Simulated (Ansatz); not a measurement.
# Torsion profile

H3S2O (SMILES [OH2+]SS) (charge +1), singlet, at its PBE0-D4/def2-TZVP minimum:

```xyz
6
angstrom
O -0.9644 0.3664 -0.5719
S -0.0063 -0.9303 0.5866
S 1.8500 -0.6338 0.1959
H -1.4844 -0.0776 -1.2627
H -1.5459 0.9585 -0.0660
H 2.1510 0.3168 1.1181
```

The dihedral angle O1–S2–S3–H6 (90.0° at the minimum) is set to the values below, with the rest relaxed at PBE0-D4/def2-TZVP at each step (the four atoms are held in place, so their three bonds and two angles keep the values of the minimum). Each method's energies count from its own value at the PBE0-D4 minimum structure. Computed with Ansatz 0.2.0 (basis: def2-TZVPP); correlated methods freeze the cores. B3LYP uses VWN-RPA correlation.

```json
{"dihedral angle (°)": "-163.2", "CCSD(T) (kJ/mol)": "127.83", "wB97M-V (kJ/mol)": "125.91", "r2SCAN-D4 (kJ/mol)": "129.96"}
{"dihedral angle (°)": "-133.2", "CCSD(T) (kJ/mol)": "47.54", "wB97M-V (kJ/mol)": "46.74", "r2SCAN-D4 (kJ/mol)": "47.70"}
{"dihedral angle (°)": "-103.2", "CCSD(T) (kJ/mol)": "4.59", "wB97M-V (kJ/mol)": "4.42", "r2SCAN-D4 (kJ/mol)": "4.44"}
{"dihedral angle (°)": "-73.2", "CCSD(T) (kJ/mol)": "6.90", "wB97M-V (kJ/mol)": "7.02", "r2SCAN-D4 (kJ/mol)": "7.29"}
{"dihedral angle (°)": "-43.2", "CCSD(T) (kJ/mol)": "52.50", "wB97M-V (kJ/mol)": "52.44", "r2SCAN-D4 (kJ/mol)": "54.20"}
{"dihedral angle (°)": "-13.2", "CCSD(T) (kJ/mol)": "131.03", "wB97M-V (kJ/mol)": "129.78", "r2SCAN-D4 (kJ/mol)": "136.11"}
{"dihedral angle (°)": "16.8", "CCSD(T) (kJ/mol)": "120.89", "wB97M-V (kJ/mol)": "119.92", "r2SCAN-D4 (kJ/mol)": "125.29"}
{"dihedral angle (°)": "46.8", "CCSD(T) (kJ/mol)": "44.95", "wB97M-V (kJ/mol)": "44.95", "r2SCAN-D4 (kJ/mol)": "46.43"}
{"dihedral angle (°)": "76.8", "CCSD(T) (kJ/mol)": "4.25", "wB97M-V (kJ/mol)": "4.35", "r2SCAN-D4 (kJ/mol)": "4.53"}
{"dihedral angle (°)": "106.8", "CCSD(T) (kJ/mol)": "7.37", "wB97M-V (kJ/mol)": "7.16", "r2SCAN-D4 (kJ/mol)": "7.21"}
{"dihedral angle (°)": "136.8", "CCSD(T) (kJ/mol)": "55.54", "wB97M-V (kJ/mol)": "54.65", "r2SCAN-D4 (kJ/mol)": "55.80"}
{"dihedral angle (°)": "166.8", "CCSD(T) (kJ/mol)": "138.56", "wB97M-V (kJ/mol)": "136.43", "r2SCAN-D4 (kJ/mol)": "141.23"}
```

Largest difference from the CCSD(T) curve over the scan: PBE-D4 3.22; PBE0-D4 1.64; B3LYP-D4 1.80; HF 2.69 kJ/mol. Each curve counts from its own value at the minimum.

T1 diagnostic: at most 0.036. The T1 diagnostic is large here, which may signal multireference character or strong orbital relaxation, so CCSD(T) is less sure. The restricted Hartree–Fock reference is unstable towards an unrestricted one here.

For scale, one of the runs: CCSD(T)/def2-TZVPP, 157 basis functions (an equivalent command: `ansatz run in.yaml --threads 2`). Time: 19 s of wall clock on 2 CPU threads; the host was shared. Peak host memory: 1.1 GiB.
